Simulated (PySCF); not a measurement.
A barrier at the coupled-cluster level

Start structure (AlH3SO, singlet), relaxed at PBE0-D4/def2-TZVP:

Al1  (0.138, 0.057, 0.172)
H2  (1.654, 0.249, 0.566)
S3  (-0.472, -0.361, -1.873)
H4  (0.802, -0.337, -2.302)
O5  (-1.123, 0.159, 1.293)
H6  (-1.001, 0.334, 2.224)
(Å)

The step: AlH₃SO ([OH][AlH][SH]) → AlHSO ([OH][Al][S]) + H₂; bonds formed: H2–H4; bonds broken: Al1–H2, S3–H4. Program: PySCF 2.14 with density fitting (its default auxiliary sets; JK sets also for MP2 and CCSD(T)). Basis: def2-TZVPP and def2-QZVPP. Cores are frozen in the correlated methods. Extrapolation: Hartree–Fock as exp(−7.88 √X), correlation as X^−2.97. Energies below are by CCSD(T) at an estimated basis limit (MP2 extrapolated from triple and quadruple zeta, plus CCSD(T) − MP2 in triple zeta).

(1) What are the electronic barrier and the energy of the step, from the start structure to the end structure? (Judge from chemistry; the value comes from the calculation.)

No T1 diagnostic of these runs exceeds 0.018. The end structure is not quite a true minimum (one mode of 42i cm⁻¹).

## Answers

(1) By the calculation: Barrier 1.942 eV; step energy 1.331 eV (uphill); reverse barrier, their difference, 0.611 eV. Barrier and step energy count from the start structure, the reverse barrier from the end structure.

The saddle point: One imaginary mode of 959i cm⁻¹.
| pair | start (Å) | saddle (Å) | end (Å) |
| --- | --- | --- | --- |
| H2–H4 | 3.05 | 0.97 | 0.75 |
| Al1–H2 | 1.58 | 1.79 | 2.75 |
| S3–H4 | 1.34 | 1.87 | 3.16 |

Zero-point energy (harmonic, PBE0-D4): ZPE is 0.815 eV at the start and 0.753 eV at the saddle, so the barrier goes from 1.942 to 1.880 eV.

First-order rate constant out of the start structure at 698 K by transition-state theory, with harmonic vibrational free energies alone and no tunnelling: ΔA‡ = 1.908 eV, so k = (kB T/h) exp(−ΔA‡/kB T) ≈ 10^-1 s⁻¹ (an order of magnitude at best: rotation, the number of equivalent paths and anharmonicity are left out).

Labels in which every atom is bracketed show which atoms are joined, not bond orders.

For scale, one of the runs: CCSD(T)/def2-TZVPP, 157 basis functions, launched by `OMP_NUM_THREADS=4 python run.py`. Hardware: 4 CPU threads of an Arm Neoverse V2, shared host. Wall time 94 s; peak host memory 0.98 GiB.
